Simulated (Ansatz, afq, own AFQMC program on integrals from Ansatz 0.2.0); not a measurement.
## Where AFQMC and coupled cluster stand for BSiH5, singlet

```yaml
atoms:
  - { symbol: B, position_ang: [-2.1129, 0.0401, 0.0000] }
  - { symbol: H, position_ang: [-2.7096, 1.0737, 0.0000] }
  - { symbol: H, position_ang: [-2.7096, -0.9935, 0.0000] }
  - { symbol: H, position_ang: [-0.9194, 0.0401, 0.0000] }
  - { symbol: Si, position_ang: [0.9301, 0.0401, 0.0000] }
  - { symbol: H, position_ang: [1.5423, -0.8342, 1.0900] }
  - { symbol: H, position_ang: [1.5423, -0.8342, -1.0900] }
```

Basis cc-pVDZ. Only valence electrons are correlated. AFQMC by an in-house program on the Cholesky factors that Ansatz 0.2.0 writes for its CCSD(T) run. The CISD trial takes its coefficients from CCSD amplitudes. Released means that phaseless walkers are propagated on without the constraint, phases kept. ± is one standard error of the sampling.

Determinant: UHF, the one that the program's search chose, which needn't be the lowest solution. The geometry is a point of a scan.

No full CI on the walks' own integrals is used here; CCSDT(Q) serves as the reference and is uncertain by about the last step of the cluster series.

Cautions: an unrestricted solution with more broken spin lies lower (9 meV, ⟨S²⟩ 0.14), while this determinant keeps restricted orbitals; the released energies are still falling, so no released level is given (meV from the phaseless value at times in 1/Eh: 0 ± 3 at 0.24, -4.1 ± 2.2 at 0.51, -8.8 ± 2.1 at 0.99, -11 ± 3 at 1.62, -13 ± 4 at 2.40), though the last usable value meets CCSDT(Q) within the noise.

The T1 diagnostic is 0.0127 and the weight of the determinant in the CISD state is 0.865. The ⟨S²⟩ of the determinant is 0.000 and the size of the correlated space is 12 electrons in 51 orbitals.

```json
{"level": "MP2", "correlation energy (eV)": "-5.1596"}
{"level": "CCSD", "correlation energy (eV)": "-6.5210"}
{"level": "CCSD(T)", "correlation energy (eV)": "-6.6595"}
```

Problem. Estimate where phaseless AFQMC with a CISD trial lies against CCSD(T) on the same integrals.

Solution. 0.63 ± 0.08 kcal/mol below CCSD(T).

Reference: CCSDT(Q), correlation energy -6.696 eV.

```csv
level,E − E(reference) (kcal/mol),share of correlation (%)
CCSD(T),0.84,99.45
CCSDT,0.13,99.92
ph-AFQMC/CISD,0.21 ± 0.08,99.86
```

A walk keeps the symmetry of its determinant, which the program's search chose and which needn't be the lowest solution, so a lower state of the same spin and another symmetry isn't excluded.
